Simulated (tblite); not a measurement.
Species: C3H6ClO (doublet state).
Geometry (GFN2-xTB, Å), atoms numbered from 1 in this order:
```
atom  x, y, z in Å
O1     0.9471    1.6225    0.0328
C2     1.1938    0.3191    0.1486
C3     0.0649   -0.5258   -0.4987
C4    -1.2241   -0.1690    0.2250
Cl5   -1.3921    1.6081    0.2540
H6     1.3411   -0.0098    1.1989
H7     2.1252    0.0829   -0.4049
H8    -0.0164   -0.2603   -1.5529
H9     0.2703   -1.5918   -0.4025
H10   -2.0986   -0.5671   -0.2875
H11   -1.2056   -0.5061    1.2613
```

Level: GFN2-xTB in tblite, geometry and Hessian alike; calculated harmonic values, unscaled, isolated species. The method is semi-empirical: single wavenumbers can be off by several per cent or more. One conformer, not necessarily the lowest. Open shells enter through the occupations alone, without spin polarisation, and single modes of such species can be off by tens of per cent.

Harmonic wavenumbers (cm⁻¹): 122.7, 236.0, 289.0, 359.3, 511.0, 672.4, 856.9, 891.6, 909.1, 1007.0, 1035.3, 1094.1, 1109.4, 1156.0, 1204.0, 1239.4, 1284.2, 1314.3, 1418.8, 1423.6, 1447.6, 2719.2, 2764.7, 2982.4, 2987.5, 2996.5, 3008.1.

A = 6177, B = 3697, C = 2510 MHz; mass 93.011 u (most abundant isotopes); point group C1, symmetry number 1; spin multiplicity 2.

Zero-point energy?

Half the sum of the wavenumbers: 18520 cm⁻¹ = 52.95 kcal/mol.

Give the ideal-gas entropy at 350 K and 1 bar in the rigid-rotor, harmonic-oscillator model (classical rotation).

Translation 40.32, rotation 26.61, vibration 11.77, spin (R ln 2) 1.38: S = 80.1 cal/(mol K).

And Cp and H(350 K) − H(0)?

Cp = 24.02 cal/(mol K), of which vibrations give 16.07 (their classical limit is 27 R = 53.7); H(350 K) − H(0) = 5.24 kcal/mol without the zero-point energy, 2.45 from vibrations.

How do the functions run with temperature in this model?

```
 T (K)  S (cal/(mol K))  Cp (cal/(mol K))  H − H(0) (kcal/mol)  G − H(0) (kcal/mol)  ln q(vib)
   150             65.0              13.6                 1.53                -8.22       0.59
   250             73.0              18.4                 3.12               -15.13       1.43
298.15             76.5              21.1                 4.07               -18.73       1.88
   400             83.5              26.8                 6.51               -26.88       2.91
   600             96.2              35.9                12.83               -44.87       5.10
   900            112.5              44.5                25.00               -76.25       8.48
```

q(vib) and H(0) count from the zero-point level.

Blend soft modes into free rotors: weight 1/[1 + (100 cm⁻¹/ν̃)⁴] for the oscillator and the rest for a rotor with moment μB/(μ + B), μ = h/(8π²ν), B = 10⁻⁴⁴ kg m². What vibrational entropy results?

11.61 cal/(mol K) in place of 11.77, which changes −T·S at 350 K by +0.06 kcal/mol.

What must be added to the electronic energy to get the Gibbs energy at 350 K and 1 bar?

ZPE + [H(350 K) − H(0)] − T·S = 52.95 + 5.24 − 28.03 = 30.16 kcal/mol.

Which modes carry the vibrational entropy at 350 K?

122.7 cm⁻¹: 3.37; 236.0 cm⁻¹: 2.12; 289.0 cm⁻¹: 1.76; 359.3 cm⁻¹: 1.38; 511.0 cm⁻¹: 0.84; 672.4 cm⁻¹: 0.50 cal/(mol K); the other 21 give 1.80 together.

Hindered rotation and anharmonicity are outside this model. Other conformers, if any are populated, would add a mixing term that is left out. The structure is chiral; the term R ln 2 for an equal mix with its mirror image is left out.
